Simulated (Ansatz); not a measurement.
Cubic perovskite BaTiO3 (cubic high-temperature phase) was calculated with PBE (Ansatz, a program for electronic structure, PAW).

Run with plane-wave cutoff 520 eV, 8×8×8 k mesh, Fermi–Dirac smearing 0.01 eV, no spin polarisation, scalar-relativistic PAW data made under PBE.

Cell (relaxed at this level):

```
CELL_PARAMETERS angstrom
      4.01932     0.00000     0.00000
      0.00000     4.01932     0.00000
      0.00000     0.00000     4.01932
ATOMIC_POSITIONS crystal
  Ba 0.00000 0.00000 0.00000
  Ti 0.50000 0.50000 0.50000
  O  0.50000 0.00000 0.50000
  O  0.00000 0.50000 0.50000
  O  0.50000 0.50000 0.00000
```

### Question
Give the computed bulk modulus, band gap, smallest direct gap on the k points sampled and pressure derivative B′ of the bulk modulus.

### Answer

* **bulk modulus**: 163 GPa
* **band gap**: 1.78 eV
* **smallest direct gap on the k points sampled**: 1.90 eV
* **pressure derivative B′ of the bulk modulus**: 4.5

Measured, for comparison: band gap 3.2 eV (temperature not stated, not corrected to a static lattice; as tabulated in Matsushita et al. (2011), arXiv:1104.2769); bulk modulus 162 GPa (temperature not stated, not corrected to a static lattice, our sources range from 162 to 173; as tabulated in Matsushita et al. (2011), arXiv:1104.2769). Computed (rounded) less measured: bulk modulus +0.6 % (inside the range of the sources held).

Note: the relaxation could not lower the start's symmetry, so the cell can be a saddle point above a distorted one.

Spin–orbit coupling is not included.

Computed values are for the static lattice.

Computing time: about 60 core-seconds (a rough figure).
